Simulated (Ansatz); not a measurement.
**One shape, several levels: HS− (hydrosulfide)**

We compute a comparison of 6 runs (UHF/3-21G, r2SCAN0/3-21G, BLYP/cc-pVDZ, wB97M-V/cc-pVDZ, RPA@PBE/3-21G, CCSD(T)/3-21G) of HS− (hydrosulfide). 

Program for the calculation: Ansatz 0.2.0.

3 further runs of the same task are left out: 2 that didn't finish, 1 set aside as unsound or not needed.

## 1. The molecule

The species is HS− (2 atoms), meant as a singlet with charge -1. As SMILES, `[SH-]`. The H2–S1 distance was set to 2.019 Å, away from the relaxed value.

Bond lengths: S1–H2 2.019 Å.

## 2. The energy at UHF/3-21G (run 1)

The input, molecule.yaml:

```yaml
crystal:
  periodic: [false, false, false]
  atoms:
    - {symbol: S, position_ang: [1.149442, -0.375814, 0.591022]}
    - {symbol: H, position_ang: [-0.574700, 0.187900, -0.295500]}
basis:
  gaussian: {orbitals: 3-21G.json}
total_charge: -1
magnetization: {spin_polarized: true, initial_magnetization: 0}
hamiltonian: {xc: hf}
accuracy: high
```

The basis set 3-21G is read from a file made from the Basis Set Exchange's data (not shown).

Run with:

```sh
$ ansatz run molecule.yaml --threads 1 --pin off --max-ram 2610MiB --events-out events.jsonl --progress --plain --runs-dir runs
```

Standard output:

```text
Warning: RAYON_NUM_THREADS=1 ignored (pool sized by the plan → 1); use --threads N
Functional definition: HF
  name "HF"
  exchange = exact_x
  correlation = 0
265 factors; integrals over basis functions are off by at most 3.6e-9 eV
mean field evaluation 1: about -10777.4692 eV, gradient 5.3e0 eV
mean field evaluation 2: about -10777.4722 eV, gradient 5.3e0 eV
mean field evaluation 4: about -10777.8947 eV, gradient 4.0e-1 eV
mean field evaluation 8: about -10777.8964 eV, gradient 3.5e-6 eV
mean field evaluation 16: about -10777.7772 eV, gradient 3.2e0 eV
mean field evaluation 32: about -10778.1075 eV, gradient 5.2e-1 eV
mean field evaluation 64: about -10776.9653 eV, gradient 4.4e-2 eV
mean field -10778.12430213 eV, -396.0887624283 hartree, gradient 1.3e-8 eV, S^2 0.451182; 2 other end points of the search recorded, 0 dependent functions left out
reference -10778.12430213 eV, -396.0887624283 hartree; 9, 9 occupied and 6, 6 virtual orbitals, 265 factors
Total energy: -10778.12430213 eV, -396.0887624283 hartree
```

Wall time 0.12 s (1 thread of Arm Neoverse V2, shared host).

## 3. The energy at r2SCAN0/3-21G (run 2)

The input, run.yaml:

```yaml
crystal:
  periodic: [false, false, false]
  atoms:
    - {symbol: S, position_ang: [1.149442, -0.375814, 0.591022]}
    - {symbol: H, position_ang: [-0.574700, 0.187900, -0.295500]}
basis:
  gaussian:
    orbitals: 3-21G.json
total_charge: -1
hamiltonian:
  xc: {name: r2SCAN0}
accuracy: high
```

The basis set 3-21G is read from a file made from the Basis Set Exchange's data (not shown).

Run with:

```sh
$ ansatz run run.yaml --threads 1 --pin off --max-ram 2610MiB --events-out events.jsonl --progress --plain --runs-dir runs
```

Standard output:

```text
Warning: RAYON_NUM_THREADS=1 ignored (pool sized by the plan → 1); use --threads N
Functional definition: r2SCAN0
  name "r2SCAN0"
  parameter a = 0.25
  parameter k0 = 0.174
  parameter k1 = 0.065
  parameter a1 = 4.9479
  exchange = (1 - a)*r2scan_x(k0 = k0, k1 = k1, a1 = a1) + a*exact_x
  correlation = r2scan_c
265 factors; integrals over basis functions are off by at most 3.6e-9 eV
mean field evaluation 1: about -10794.9518 eV, gradient 1.1e1 eV
mean field evaluation 2: about -10794.8487 eV, gradient 1.1e1 eV
mean field evaluation 4: about -10795.2651 eV, gradient 3.8e-2 eV
mean field evaluation 8: about -10795.2612 eV, gradient 3.2e-4 eV
mean field evaluation 16: about -10795.2612 eV, gradient 1.1e-8 eV
mean field -10795.26123289 eV, -396.7185330179 hartree, gradient 1.1e-8 eV, S^2 0.000000; 0 other end points of the search recorded, 0 dependent functions left out
reference -10795.26123315 eV, -396.7185330273 hartree; 9, 9 occupied and 6, 6 virtual orbitals, 265 factors
Total energy: -10795.26123315 eV, -396.7185330273 hartree
```

Run time: 0.86 s. Hardware: 1 thread of Arm Neoverse V2, shared host; peak memory 0.09 GiB.

## 4. A single-point energy at BLYP/cc-pVDZ (run 3)

The input, molecule.yaml:

```yaml
crystal:
  periodic: [false, false, false]
  atoms:
    - {symbol: S, position_ang: [1.149442, -0.375814, 0.591022]}
    - {symbol: H, position_ang: [-0.574700, 0.187900, -0.295500]}
basis:
  gaussian: {orbitals: cc-pVDZ}
total_charge: -1
hamiltonian: {xc: {name: BLYP}}
accuracy: high
```

Run with:

```sh
$ ansatz run molecule.yaml --threads 1 --pin off --max-ram 2610MiB --events-out events.jsonl --progress --plain --runs-dir runs
```

Standard output:

```text
Warning: RAYON_NUM_THREADS=1 ignored (pool sized by the plan → 1); use --threads N
Functional definition: BLYP
  name "BLYP"
  parameter beta = 0.0042
  parameter a = 0.04918
  parameter b = 0.132
  parameter c = 0.2533
  parameter d = 0.349
  exchange = b88_x(beta = beta)
  correlation = lyp_c(a = a, b = b, c = c, d = d)
405 factors; integrals over basis functions are off by at most 3.0e-9 eV
mean field evaluation 1: about -10848.1566 eV, gradient 2.1e1 eV
mean field evaluation 2: about -10840.0454 eV, gradient 4.5e1 eV
mean field evaluation 4: about -10849.9674 eV, gradient 1.7e0 eV
mean field evaluation 8: about -10849.9761 eV, gradient 5.9e-2 eV
mean field evaluation 16: about -10849.9761 eV, gradient 1.1e-6 eV
mean field -10849.97611122 eV, -398.7292677093 hartree, gradient 2.9e-8 eV, S^2 0.000000; 0 other end points of the search recorded, 0 dependent functions left out
reference -10849.97614609 eV, -398.7292689910 hartree; 9, 9 occupied and 14, 14 virtual orbitals, 405 factors
Total energy: -10849.97614609 eV, -398.7292689910 hartree
```

Run time: 0.5 s. Hardware: 1 thread of Arm Neoverse V2, shared host.

Runs 4 to 5 aren't shown in full; the table further down has their settings and results.

## 5. The energy at CCSD(T)/3-21G (run 6)

The input, job.yaml:

```yaml
crystal:
  periodic: [false, false, false]
  atoms:
    - {symbol: S, position_ang: [1.149442, -0.375814, 0.591022]}
    - {symbol: H, position_ang: [-0.574700, 0.187900, -0.295500]}
basis:
  gaussian: {orbitals: 3-21G.json}
total_charge: -1
accuracy: high
scf: {omitted_lower_state_checks: [cluster_reference, increment]}
correlation: {method: ccsd_t, frozen_orbitals: {H: 0, S: 5}}
```

The basis set 3-21G is read from a file made from the Basis Set Exchange's data (not shown).

Run with:

```sh
$ ansatz run job.yaml --threads 1 --pin off --max-ram 2610MiB --events-out events.jsonl --progress --plain --runs-dir runs
```

Standard output, cut to the lines that bear on the results:

```text
Warning: RAYON_NUM_THREADS=1 ignored (pool sized by the plan → 1); use --threads N
[... 2 set-up lines as earlier in the session ...]
[...]
265 factors; integrals over basis functions are off by at most 3.6e-9 eV
[...]
mean field -10777.89643348 eV, -396.0803884098 hartree, gradient 9.0e-9 eV, S^2 0.000000; 0 other end points of the search recorded, 0 dependent functions left out; unrestricted orbitals would lower it
5 core orbitals not correlated: weight in the atoms' cores, before any rotation towards them, 1.000 or more for the frozen orbitals, at most 0.000 for the correlated occupied ones
reference -10777.89643348 eV, -396.0803884098 hartree; 4, 4 occupied and 6, 6 virtual orbitals, 265 factors
second order -1.68603229 eV of doubles, -0.00000000 eV of singles
cycle   1  -2.00432206 eV  change   -3.2e-1 eV  update   6.9e-2
[...]
cycle  22  -2.25995946 eV  change   1.1e-10 eV  update  2.8e-11
perturbative correction -0.03840909 eV, -0.0014115081 hartree
Total energy: -10780.19480203 eV, -396.1648518962 hartree
Checks for a lower state left out: cluster_reference, increment
```

Run time: 0.14 s. Hardware: 1 thread of Arm Neoverse V2, shared host.

## 6. The series

```csv
run,level,frozen core orbitals,energy (Eh),wall time
1,UHF/3-21G,–,-396.088762,0.12 s
2,r2SCAN0/3-21G,–,-396.718533,0.86 s
3,BLYP/cc-pVDZ,–,-398.729269,0.5 s
4,wB97M-V/cc-pVDZ,–,-398.701075,4.2 s
5,RPA@PBE/3-21G,5,-396.197031,0.46 s
6,CCSD(T)/3-21G,5,-396.164852,0.14 s
```

## 7. Summary of results

| quantity | value |
| --- | --- |
| run 6: total energy | -396.16485 Eh |
| run 6: correlation energy (5 core orbitals frozen) | -84.5 mEh |
| run 6: (T) correction | -1.41 mEh |
| run 6: T1 diagnostic | 0.018 |

**Reading.** Totals of different functionals can't be ranked against each other. In run 6 the log says that unrestricted orbitals would lower the reference, so the values rest on an unstable closed-shell determinant (other closed-shell runs at this shape may share the fault). Spin contamination of the reference: run 1 ⟨S²⟩ = 0.45. All runs together took 6.3 s, the longest 4.2 s.
